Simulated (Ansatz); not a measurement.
# C2H2FNO: the cost of one run

Program: Ansatz 0.2.0. Level of theory: RKS B3LYP-D4/def2-SVP. These are calculated values, not measurements.

## Step 1: The system as given

Bond lengths: N1–C2 1.256 Å, C2–F3 1.315 Å, C2–C4 1.547 Å, C4–O5 1.146 Å, N1–H6 1.042 Å, C4–H7 1.120 Å. Angles: N1–C2–F3 117.3°, N1–C2–C4 123.6°, F3–C2–C4 119.1°, C2–N1–H6 107.6°, C2–C4–O5 123.8°, C2–C4–H7 110.0°, O5–C4–H7 126.2°.

As a file:

```xyz
7

N    -1.3164   -0.3986    0.3393
C    -0.1377    0.0351    0.3538
F     0.3322    0.4674    1.5035
C     0.7923    0.0271   -0.8829
O     1.8823    0.3805   -0.8633
H    -1.7272   -0.2279    1.2821
H     0.2357   -0.3516   -1.7782
```

## Step 2: Preparing the start

Contents of input.yaml:

```yaml
crystal:
  periodic: [false, false, false]
  atoms:
    - { symbol: "N", position_ang: [-1.3164, -0.3986, 0.3393] }
    - { symbol: C, position_ang: [-0.1377, 0.0351, 0.3538] }
    - { symbol: F, position_ang: [0.3322, 0.4674, 1.5035] }
    - { symbol: C, position_ang: [0.7923, 0.0271, -0.8829] }
    - { symbol: O, position_ang: [1.8823, 0.3805, -0.8633] }
    - { symbol: H, position_ang: [-1.7272, -0.2279, 1.2821] }
    - { symbol: H, position_ang: [0.2357, -0.3516, -1.7782] }
basis:
  gaussian: { orbitals: def2-SVP }
hamiltonian:
  xc: b3lyp
  dispersion: d4
relax:
  f_tol: 0.02
  max_steps: 40
scf:
  lower_state_search: "off"
output:
  orbitals: {}
```

Command:

```
ansatz run input.yaml --threads 1 --pin off --max-ram 2048MiB --backend cpu --events-out ev --progress --plain --runs-dir out
```

Q: Estimate wall time and peak memory on 1 thread of an Arm CPU, shared host.

About 19 s, with a peak of 0.12 GiB.
